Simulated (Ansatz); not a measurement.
Abridged output of a molecular run in Ansatz:

```
Functional definition: HF
1662 factors; integrals over basis functions are off by at most 1.0e-3 eV
mean field evaluation 1: about -6750.5724 eV, gradient 3.9e1 eV
mean field evaluation 2: about -6750.8679 eV, gradient 3.9e1 eV
mean field evaluation 4: about -6754.4817 eV, gradient 5.1e0 eV
mean field evaluation 8: about -6754.5476 eV, gradient 2.7e-1 eV
mean field -6754.54790634 eV, -248.2250571610 hartree, gradient 2.0e-6 eV, S^2 0.000000; 0 other end points of the search recorded, 0 dependent functions left out
5 core orbitals not correlated: weight in the atoms' cores, before any rotation towards them, 1.000 or more for the frozen orbitals, at most 0.000 for the correlated occupied ones
reference -6754.54790634 eV, -248.2250571610 hartree; 16, 16 occupied and 260, 260 virtual orbitals, 1662 factors
second order -26.58704663 eV of doubles, -0.00000000 eV of singles
cycle   1  -27.05217029 eV  change   -4.7e-1 eV  update   1.0e-1
cycle   2  -27.67007249 eV  change   -6.2e-1 eV  update   2.8e-2
cycle   3  -27.79516132 eV  change   -1.3e-1 eV  update   1.4e-2
cycle   4  -27.78745964 eV  change    7.7e-3 eV  update   3.0e-3
cycle   5  -27.78738243 eV  change    7.7e-5 eV  update   1.4e-3
cycle   6  -27.78802263 eV  change   -6.4e-4 eV  update   4.4e-4
cycle   7  -27.78778383 eV  change    2.4e-4 eV  update   1.8e-4
cycle   8  -27.78771563 eV  change    6.8e-5 eV  update   5.3e-5
cycle   9  -27.78772538 eV  change   -9.7e-6 eV  update   1.8e-5
perturbative correction -1.05085199 eV, -0.0386180983 hartree
Total energy: -6783.38648371 eV, -249.2848553317 hartree
```

Its atoms:

```xyz
14

C     0.714    1.364   -1.365
N    -0.572    0.777   -1.062
C    -0.640    0.113    0.194
O    -0.026   -1.145    0.072
C     0.091   -1.796    1.304
H     0.671    1.865   -2.334
H     1.056    2.092   -0.611
H     1.463    0.574   -1.433
H    -1.324    1.442   -1.156
H    -1.696   -0.003    0.480
H    -0.126    0.669    1.008
H     0.688   -1.211    2.019
H    -0.891   -1.992    1.758
H     0.590   -2.749    1.126
```

Task: Which basis set was used?
A. def2-TZVPP
B. def2-QZVPP
C. def2-SVPD
D. def2-TZVPPD

Result: A. It gives 281 functions.

Task: Write the keys of the input that set method, charge and spin (a neutral closed shell needs none for the last two).

Result: 
```yaml
correlation: {method: ccsd_t}
```
